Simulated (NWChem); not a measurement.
Everything below was run with NWChem. System: trifluoromethane (CHF3), charge 0, spin multiplicity 1, at a geometry optimised with PBE0/def2-SVP. Level: RHF/6-31G* (spherical d).

Part of the output:

```
             Northwest Computational Chemistry Package (NWChem) 7.3.0
             --------------------------------------------------------

                                NWChem Input Module
                                -------------------

 Scaling coordinates for geometry "geometry" by  1.889725989
 (inverse scale =  0.529177249)

 Turning off AUTOSYM since
 SYMMETRY directive was detected!

                             Geometry "geometry" -> ""
                             -------------------------

 Output coordinates in angstroms (scale by  1.889725989 to convert to a.u.)

  No.       Tag          Charge          X              Y              Z
 ---- ---------------- ---------- -------------- -------------- --------------
    1 F                    9.0000     0.07783500    -0.63067200     1.07838300
    2 C                    6.0000    -0.33182400     0.02615300     0.00000000
    3 F                    9.0000     0.07783500    -0.63067200    -1.07838300
    4 F                    9.0000     0.22461100     1.23137000     0.00000000
    5 H                    1.0000    -1.43158200     0.11284300     0.00000000

 Effective nuclear repulsion energy (a.u.)     134.2283782719

            Nuclear Dipole moment (a.u.)
            ----------------------------
        X                 Y               Z
 ---------------- ---------------- ----------------
     0.0000056692    -0.0000094486     0.0000000000

      Symmetry information
      --------------------

 Group name             Cs
 Group number              2
 Group order               2
 No. of unique centers     4

      Symmetry unique atoms

     1    2    4    5


 Summary of "ao basis" -> "" (spherical)
 ------------------------------------------------------------------------------
       Tag                 Description            Shells   Functions and Types
 ---------------- ------------------------------  ------  ---------------------
 *                           6-31g*                   on all atoms

 Summary of "ao basis" -> "ao basis" (spherical)
 ------------------------------------------------------------------------------
       Tag                 Description            Shells   Functions and Types
 ---------------- ------------------------------  ------  ---------------------
 F                           6-31g*                  6       14   3s2p1d
 C                           6-31g*                  6       14   3s2p1d
 H                           6-31g*                  2        2   2s
[...]
   Bfn.  Coefficient  Atom+Function         Bfn.  Coefficient  Atom+Function
  ----- ------------  ---------------      ----- ------------  ---------------
    47      0.399805  4 F  pz                 4     -0.345154  1 F  py
    32      0.345154  3 F  py                51      0.286409  4 F  pz
     8     -0.247260  1 F  py                36      0.247260  3 F  py
     5     -0.199882  1 F  pz                33     -0.199882  3 F  pz

 Vector   17  Occ=2.000000D+00  E=-5.849683D-01  Symmetry=a'
              MO Center= -4.3D-01,  3.4D-02, -1.0D-14, r^2= 1.8D+00
   Bfn.  Coefficient  Atom+Function         Bfn.  Coefficient  Atom+Function
  ----- ------------  ---------------      ----- ------------  ---------------
    17     -0.307511  2 C  px                45      0.300571  4 F  px
     3      0.296121  1 F  px                31      0.296121  3 F  px
    57      0.267375  5 H  s                 49      0.233429  4 F  px
    58      0.233588  5 H  s                  7      0.228504  1 F  px
    35      0.228504  3 F  px                20      0.181766  2 C  s

 Vector   18  Occ=0.000000D+00  E= 2.607810D-01  Symmetry=a'
              MO Center= -1.7D+00,  1.3D-01, -9.4D-15, r^2= 1.7D+00
   Bfn.  Coefficient  Atom+Function         Bfn.  Coefficient  Atom+Function
  ----- ------------  ---------------      ----- ------------  ---------------
    58      2.180889  5 H  s                 20     -1.572462  2 C  s
    21      1.001851  2 C  px                17      0.369476  2 C  px
    16     -0.150809  2 C  s                 49     -0.150057  4 F  px

 Vector   19  Occ=0.000000D+00  E= 3.588425D-01  Symmetry=a'
              MO Center= -5.2D-01, -4.3D-02,  3.5D-12, r^2= 2.0D+00
   Bfn.  Coefficient  Atom+Function         Bfn.  Coefficient  Atom+Function
  ----- ------------  ---------------      ----- ------------  ---------------
    22      1.465392  2 C  py                48     -0.864939  4 F  s
    18      0.436267  2 C  py                 6      0.432465  1 F  s
    34      0.432465  3 F  s                 50      0.355521  4 F  py
     9     -0.299314  1 F  pz                37      0.299314  3 F  pz
    49      0.286124  4 F  px                45      0.167873  4 F  px

 Vector   20  Occ=0.000000D+00  E= 3.588444D-01  Symmetry=a"
              MO Center= -5.1D-01,  1.2D-01,  1.9D-11, r^2= 2.0D+00
   Bfn.  Coefficient  Atom+Function         Bfn.  Coefficient  Atom+Function
  ----- ------------  ---------------      ----- ------------  ---------------
    23      1.469951  2 C  pz                 6     -0.749065  1 F  s
    34      0.749065  3 F  s                 19      0.437616  2 C  pz
     8     -0.315903  1 F  py                36      0.315903  3 F  py
    51     -0.314344  4 F  pz                 9      0.204089  1 F  pz
    37      0.204089  3 F  pz                 7      0.198623  1 F  px

 center of mass
 --------------
 x =   0.04859243 y =  -0.00383047 z =   0.00000000

 moments of inertia (a.u.)
 ------------------
         314.708867137192         -11.163379392329           0.000000000000
         -11.163379392329         173.967913645480           0.000000000000
           0.000000000000           0.000000000000         173.088581129098

  Mulliken analysis of the total density
  --------------------------------------

    Atom       Charge   Shell Charges
 -----------   ------   -------------------------------------------------------
    1 F    9     9.40   2.00  0.93  3.30  1.04  2.11  0.02
    2 C    6     4.97   2.00  0.67  1.70  0.17  0.26  0.18
    3 F    9     9.40   2.00  0.93  3.30  1.04  2.11  0.02
    4 F    9     9.40   2.00  0.93  3.30  1.04  2.11  0.02
    5 H    1     0.84   0.55  0.30

       Multipole analysis of the density wrt the origin
       ------------------------------------------------

     L   x y z        total         open         nuclear
     -   - - -        -----         ----         -------
     0   0 0 0     -0.000000      0.000000     34.000000

     1   1 0 0     -0.670255      0.000000      0.000006
     1   0 1 0      0.052817      0.000000     -0.000009
     1   0 0 1      0.000000      0.000000      0.000000

     2   2 0 0    -13.433507      0.000000     11.688701
     2   1 1 0     -0.222712      0.000000      4.970956
     2   1 0 1     -0.000000      0.000000      0.000000
     2   0 2 0    -16.241353      0.000000     74.359327
     2   0 1 1     -0.000000      0.000000      0.000000
     2   0 0 2    -16.258877      0.000000     74.750868

 Task  times  cpu:        0.4s     wall:        0.4s

 Total times  cpu:        0.4s     wall:        0.4s
```

Task: Write an NWChem input that would produce this output.

Result: One answer among several that fit: 
```
start mol
memory heap 200 mb stack 900 mb global 1100 mb
geometry units angstroms nocenter noautoz
  F      0.077835    -0.630672     1.078383
  C     -0.331824     0.026153     0.000000
  F      0.077835    -0.630672    -1.078383
  F      0.224611     1.231370     0.000000
  H     -1.431582     0.112843     0.000000
  symmetry group Cs
end
basis spherical
  * library 6-31g*
end
scf
  rhf
  nopen 0
  maxiter 100
  thresh 1e-7
  semidirect memsize 60000000 filesize 0
end
task scf energy
```
